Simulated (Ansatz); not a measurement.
Eight cases of bond dissociation energy with Al to Br (electronic energies, kcal/mol), geometries: B3LYP-D3(BJ)/def2-TZVP. Functionals by Ansatz (a program for electronic structure) in def2-TZVPD; columns hold the difference against the high level (Ansatz, AFQMC by cisd_afqmc): A = CCSD(T)/CBS(cc-pV(T+d)Z,cc-pV(Q+d)Z) + [CCSDT(Q) - CCSD(T)]/cc-pV(D+d)Z + core + X2C; B = CCSD(T)/CBS(cc-pVQZ,cc-pV5Z) + [CCSDT(Q) - CCSD(T)]/cc-pVDZ; C = CCSD(T)/CBS(cc-pVQZ,cc-pV5Z) + [CCSDT(Q) - CCSD(T)]/cc-pVTZ; D = CCSD(T)/CBS(cc-pVTZ,cc-pVQZ) + [CCSDT(Q) - CCSD(T)]/cc-pVDZ. The cases were drawn at random from those of this class that have a high level and all functionals, leaving out states under which another spin lies or may lie. Left out are anions, K, Ca, elements past Kr, ionisation of Li, Na and Mg, pi-pi* triplets of linear molecules and other triplets made from a closed-shell parent. Runs that doubt their state, and full CI more than 15 mEh from coupled cluster, are set aside; a case stays where another high level and all functionals remain. AFQMC serves as high level only in triple zeta or larger, with a steady walk, a bar under 0.8 kcal/mol and agreement with other high levels or trials where they ran; where none ran, an unstable determinant or (outside 3d species) a high T1 diagnostic also bars it, so strongly correlated cases are thinned. No case was kept or dropped by the size of a functional's miss. Each difference is the functional minus the high level; affinities count positive where energy is released, gaps as the second state minus the first. Radicals and triplets start from unrestricted determinants; spin-orbit coupling is neglected. Correlated methods leave the cores frozen (noble-gas shells, and filled d and f shells in the p block). Rows without X2C or -DK are non-relativistic. CBS(X,Y): correlation extrapolated as X^-3, Hartree-Fock from the larger set (Q,5: extrapolated as (X+1)exp(-9√X)). A bracket is a step between two methods taken in the basis named. Functionals run without relativity, which enters their misses. Double hybrids freeze cores in their MP2 part. '+ core + X2C': CCSD(T) terms for core correlation (cc-pwCVTZ, 1s frozen past Ne) and scalar relativity (cc-pVTZ-DK). Where a partner has so few electrons that a lower coupled-cluster level is exact, that level stands in. Spin-orbit terms, left out, reach several kcal/mol for Br and I, and more for heavier atoms. The UHF reference of H4BGeO ([O][BH][GeH3], doublet) is spin-contaminated (<S^2> up to 0.04 over the pure value in the sets run). The UHF reference of C2H3Si ([C]#C[SiH3], doublet) is spin-contaminated (<S^2> up to 0.41 over the pure value in the sets run).

| case | level | value | PBE | PBE0 | B2PLYP |
|---|---|---|---|---|---|
| GeH2Br2 (dibromogermane, SMILES [Br][GeH2][Br]) → GeHBr2 (SMILES [GeH]([Br])[Br], doublet) + H (doublet) | D | 85.6 | -7.9 | -5.1 | -3.8 |
| H5BGeO (SMILES O[BH][GeH3]) → H4BGeO (SMILES [BH]([GeH3])[O], doublet) + H (doublet) | D | 95.5 | -9.4 | -4.4 | -4.2 |
| H4SiO2 (SMILES O[SiH2]O) → H3SiO2 (SMILES [O][SiH2]O, doublet) + H (doublet) | A | 127.1 | -8.9 | -7.4 | -4.4 |
| H5BGeO (SMILES O[BH][GeH3]) → H2BO (SMILES [BH]O, doublet) + GeH3 (SMILES [GeH3], doublet) | D | 83.1 | -2.0 | -2.0 | -2.6 |
| C2H4Si (ethynylsilane, SMILES C#C[SiH3]) → C2H3Si (SMILES [C]#C[SiH3], doublet) + H (doublet) | A | 137.8 | -2.3 | -2.0 | 0.3 |
| SiN2H5Cl (SMILES N[SiH](N)Cl) → SiNH3Cl (SMILES N[SiH]Cl, doublet) + NH2 (SMILES [NH2], doublet) | A | 117.4 | -9.4 | -8.1 | -6.0 |
| H3GeOF (SMILES [GeH2]([F])[OH]) → GeH2F (SMILES [GeH2][F], doublet) + HO (SMILES [OH], doublet) | B | 113.9 | -6.1 | -7.9 | -5.2 |
| GeH2BrF (SMILES [F][GeH2][Br]) → GeH2Br (SMILES [GeH2][Br], doublet) + F (doublet) | C | 131.8 | -3.7 | -8.3 | -4.6 |

Over these rows, PBE: mean -6.2, mean absolute 6.2, median absolute 7.0, largest -9.4; PBE0: mean -5.7, mean absolute 5.7, median absolute 6.2, largest -8.3; B2PLYP: mean -3.8, mean absolute 3.9, median absolute 4.3, largest -6.0 kcal/mol. PBE lies above in 0 and below in 8 of the eight.
